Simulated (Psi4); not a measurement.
CH5Si (SMILES C[SiH2-]), charge -1, singlet, at the geometry of the source list (a gas-phase anion, which may not be bound at this level); MP2/6-31G* (Psi4 1.11).

Psi4 was given this input:
```
memory 2 GB

molecule {
-1 1
C     0.00000000    0.19874800   -0.78725300
Si    0.00000000    0.19874800    1.09291600
H     0.00000000   -0.82101400   -1.17915000
H    -0.88314000    0.70862900   -1.17915000
H     0.88314000    0.70862900   -1.17915000
H    -1.20484400   -0.49686900    1.61589500
H     1.20484400   -0.49686900    1.61589500
}

set {
  basis 6-31g*
}

energy('mp2')
print_variables()
```

### Question
What does Psi4 print? Leave out banner, timings and long lists.

### Answer

```
    SCF Algorithm Type (re)set to DF.

   => Loading Basis Set <=

    Name: 6-31G*
    Role: ORBITAL
    Keyword: BASIS

         ---------------------------------------------------------
                                   SCF
               by Justin Turney, Rob Parrish, Andy Simmonett
                          and Daniel G. A. Smith
                              RHF Reference
         ---------------------------------------------------------

  ==> Geometry <==

    Molecular point group: cs
    Full point group: Cs

    Geometry (in Angstrom), charge = -1, multiplicity = 1:

       Center              X                  Y                   Z               Mass
    ------------   -----------------  -----------------  -----------------  -----------------
         C           -0.031147121928     1.249784520576     0.000000000000    12.000000000000
         SI          -0.031147121928    -0.630384479424     0.000000000000    27.976926534650
         H            0.988614878072     1.641681520576     0.000000000000     1.007825032230
         H           -0.541028121928     1.641681520576    -0.883140000000     1.007825032230
         H           -0.541028121928     1.641681520576     0.883140000000     1.007825032230
         H            0.664469878072    -1.153363479424    -1.204844000000     1.007825032230
         H            0.664469878072    -1.153363479424     1.204844000000     1.007825032230

  Running in cs symmetry.

  Rotational constants: A =      2.43134  B =      0.39027  C =      0.37248 [cm^-1]
  Rotational constants: A =  72889.67206  B =  11699.99210  C =  11166.73926 [MHz]
  Nuclear repulsion =   55.637895898273470

  Charge       = -1
  Multiplicity = 1
  Electrons    = 26
  Nalpha       = 13
  Nbeta        = 13

  ==> Algorithm <==

  SCF Algorithm Type is DF.
  DIIS enabled.
  MOM disabled.
  Fractional occupation disabled.
  Guess Type is SAD.
  Energy threshold   = 1.00e-08
  Density threshold  = 1.00e-08
  Integral threshold = 1.00e-12

  ==> Primary Basis <==

  Basis Set: 6-31G*
    Blend: 6-31G*
    Number of shells: 24
    Number of basis functions: 44
    Number of Cartesian functions: 44
    Spherical Harmonics?: false
    Max angular momentum: 2

   => Loading Basis Set <=

    Name: (6-31G* AUX)
    Role: JKFIT
    Keyword: DF_BASIS_SCF

  ==> Integral Setup <==

  SCF_SUBTYPE=INCORE selected. In-core MEM_DF algorithm will be used.
  Using in-core AOs.

  ==> MemDFJK: Density-Fitted J/K Matrices <==

    J tasked:                   Yes
    K tasked:                   Yes
    wK tasked:                   No
    Algorithm:                 Core
    Schwarz Cutoff:           1E-12
    Mask sparsity (%):       0.1033
    Fitting Condition:        1E-10

   => Auxiliary Basis Set <=

  Basis Set: (6-31G* AUX)
    Blend: CC-PVDZ-JKFIT
    Number of shells: 105
    Number of basis functions: 336
    Number of Cartesian functions: 336
    Spherical Harmonics?: false
    Max angular momentum: 3

  Minimum eigenvalue in the overlap matrix is 9.4474554752E-03.
  Reciprocal condition number of the overlap matrix is 1.6272843146E-03.
    Using symmetric orthogonalization.

  ==> Pre-Iterations <==

  SCF Guess: Superposition of Atomic Densities via on-the-fly atomic UHF (no occupation information).

   -------------------------
    Irrep   Nso     Nmo
   -------------------------
     A'        31      31
     A"        13      13
   -------------------------
    Total      44      44
   -------------------------

  ==> Iterations <==

                           Total Energy        Delta E     RMS |[F,P]|

   @DF-RHF iter SAD:  -328.94309982011720   -3.28943e+02   0.00000e+00
   @DF-RHF iter   1:  -329.52096414086486   -5.77864e-01   1.06360e-02 ADIIS/DIIS
   @DF-RHF iter   2:  -329.60552722550443   -8.45631e-02   4.54663e-03 ADIIS/DIIS
   @DF-RHF iter   3:  -329.61850341707373   -1.29762e-02   8.11292e-04 ADIIS/DIIS
   @DF-RHF iter   4:  -329.61943731454295   -9.33897e-04   2.34663e-04 ADIIS/DIIS
   @DF-RHF iter   5:  -329.61951554018486   -7.82256e-05   4.72647e-05 DIIS
   @DF-RHF iter   6:  -329.61952182525044   -6.28507e-06   1.28683e-05 DIIS
   @DF-RHF iter   7:  -329.61952237352517   -5.48275e-07   3.14747e-06 DIIS
   @DF-RHF iter   8:  -329.61952240941258   -3.58874e-08   7.62455e-07 DIIS
   @DF-RHF iter   9:  -329.61952241192944   -2.51686e-09   2.27083e-07 DIIS
   @DF-RHF iter  10:  -329.61952241215477   -2.25327e-10   4.14439e-08 DIIS
   @DF-RHF iter  11:  -329.61952241216034   -5.57066e-12   7.66262e-09 DIIS
  Energy and wave function converged.

  ==> Post-Iterations <==

    Orbital Energies [Eh]
    ---------------------

    Doubly Occupied:

       1Ap   -68.486404     2Ap   -11.012962     3Ap    -5.844137
       1App   -3.950140     4Ap    -3.949823     5Ap    -3.948479
       6Ap    -0.745013     7Ap    -0.434506     2App   -0.366419
       8Ap    -0.361644     9Ap    -0.234712     3App   -0.233062
      10Ap     0.001063

    Virtual:

      11Ap     0.366946     4App    0.414727    12Ap     0.440526
       5App    0.477193    13Ap     0.478078    14Ap     0.512561
      15Ap     0.570100     6App    0.645286    16Ap     0.668390
      17Ap     0.730905    18Ap     0.937472     7App    0.942962
      19Ap     0.986334     8App    1.128830    20Ap     1.153707
       9App    1.209055    21Ap     1.215006    22Ap     1.302158
      10App    1.355811    23Ap     1.367273    24Ap     1.427500
      25Ap     1.580715    26Ap     1.637299    11App    1.691932
      27Ap     2.229768    12App    2.230921    28Ap     2.704657
      29Ap     2.793582    13App    2.793709    30Ap     3.553258
      31Ap     4.797081

    Final Occupation by Irrep:
             Ap   App
    DOCC [    10,    3 ]
    NA   [    10,    3 ]
    NB   [    10,    3 ]

  @DF-RHF Final Energy:  -329.61952241216034

   => Energetics <=

    Nuclear Repulsion Energy =             55.6378958982734702
    One-Electron Energy =                -571.3823619747334988
    Two-Electron Energy =                 186.1249436642997352
    Total Energy =                       -329.6195224121603360

Computation Completed

Properties will be evaluated at   0.000000,   0.000000,   0.000000 [a0]

Properties computed using the SCF density matrix

 Multipole Moments:

 ------------------------------------------------------------------------------------
     Multipole            Electronic (a.u.)      Nuclear  (a.u.)        Total (a.u.)
 ------------------------------------------------------------------------------------

 L = 1.  Multiply by 2.5417464519 to convert [e a0] to [Debye]
 Dipole X            :         -0.5297750            1.1575630            0.6277880
 Dipole Y            :         -0.9861746            2.4408497            1.4546750
 Dipole Z            :          0.0000000            0.0000000            0.0000000
 Magnitude           :                                                    1.5843602

 ------------------------------------------------------------------------------------

  //>>>>>>>>>>>>>>>>>>>>>>>>>>>>>>>>>>>//
  //               DFMP2               //
  //<<<<<<<<<<<<<<<<<<<<<<<<<<<<<<<<<<<//

   => Loading Basis Set <=

    Name: (6-31G* AUX)
    Role: RIFIT
    Keyword: DF_BASIS_MP2

	 --------------------------------------------------------
	                          DF-MP2
	      2nd-Order Density-Fitted Moller-Plesset Theory

	        Rob Parrish, Justin Turney, Andy Simmonett,
	           Ed Hohenstein, and C. David Sherrill
	 --------------------------------------------------------

   => Auxiliary Basis Set <=

  Basis Set: (6-31G* AUX)
    Blend: CC-PVDZ-RI
    Number of shells: 72
    Number of basis functions: 202
    Number of Cartesian functions: 231
    Spherical Harmonics?: true
    Max angular momentum: 3

	 --------------------------------------------------------
	                 NBF =    44, NAUX =   202
	 --------------------------------------------------------
	   CLASS    FOCC     OCC    AOCC    AVIR     VIR    FVIR
	   PAIRS       0      13      13      31      31       0
	 --------------------------------------------------------

	-----------------------------------------------------------
	 ==================> DF-MP2 Energies <====================
	-----------------------------------------------------------
	 Reference Energy          =    -329.6195224121603360 [Eh]
	 Singles Energy            =      -0.0000000000000000 [Eh]
	 Same-Spin Energy          =      -0.0485144868912545 [Eh]
	 Opposite-Spin Energy      =      -0.1847612933973325 [Eh]
	 Correlation Energy        =      -0.2332757802885870 [Eh]
	 Total Energy              =    -329.8527981924489154 [Eh]
	-----------------------------------------------------------
	 ================> DF-SCS-MP2 Energies <==================
	-----------------------------------------------------------
	 SCS Same-Spin Scale       =       0.3333333333333333 [-]
	 SCS Opposite-Spin Scale   =       1.2000000000000000 [-]
	 SCS Same-Spin Energy      =      -0.0161714956304182 [Eh]
	 SCS Opposite-Spin Energy  =      -0.2217135520767990 [Eh]
	 SCS Correlation Energy    =      -0.2378850477072172 [Eh]
	 SCS Total Energy          =    -329.8574074598675452 [Eh]
	-----------------------------------------------------------

  Variable Map:
  ----------------------------------------------------------------------------
  "CURRENT CORRELATION ENERGY"           =>      -0.233275780289
  "CURRENT ENERGY"                       =>    -329.852798192449
  "CURRENT REFERENCE ENERGY"             =>    -329.619522412160
  "CUSTOM SCS-MP2 CORRELATION ENERGY"    =>      -0.237885047707
  "CUSTOM SCS-MP2 TOTAL ENERGY"          =>    -329.857407459868
  "DD SOLVATION ENERGY"                  =>       0.000000000000
  "HF KINETIC ENERGY"                    =>     329.719488962298
  "HF POTENTIAL ENERGY"                  =>    -659.339011374458
  "HF TOTAL ENERGY"                      =>    -329.619522412160
  "HF VIRIAL RATIO"                      =>       1.999696813341
  "MP2 CORRELATION ENERGY"               =>      -0.233275780289
  "MP2 DOUBLES ENERGY"                   =>      -0.233275780289
  "MP2 OPPOSITE-SPIN CORRELATION ENERGY" =>      -0.184761293397
  "MP2 SAME-SPIN CORRELATION ENERGY"     =>      -0.048514486891
  "MP2 SINGLES ENERGY"                   =>      -0.000000000000
  "MP2 TOTAL ENERGY"                     =>    -329.852798192449
  "NUCLEAR REPULSION ENERGY"             =>      55.637895898273
  "ONE-ELECTRON ENERGY"                  =>    -571.382361974733
  "PCM POLARIZATION ENERGY"              =>       0.000000000000
  "PE ENERGY"                            =>       0.000000000000
  "SCF ITERATION ENERGY"                 =>    -329.619522412160
  "SCF ITERATIONS"                       =>      11.000000000000
  "SCF TOTAL ENERGY"                     =>    -329.619522412160
  "SCS-MP2 CORRELATION ENERGY"           =>      -0.237885047707
  "SCS-MP2 TOTAL ENERGY"                 =>    -329.857407459868
  "TWO-ELECTRON ENERGY"                  =>     186.124943664300

  Array Variable Map:
  ----------------------------------------------------------------------------
  "CURRENT DIPOLE"                       =>       0.627787961367 ... 0.000000000000 1 by 3
  "SCF DIPOLE"                           =>       0.627787961367 ... 0.000000000000 1 by 3
  "SCF TOTAL ENERGIES"                   =>    -328.943099820117 ... -329.619522412160 1 by 12
```
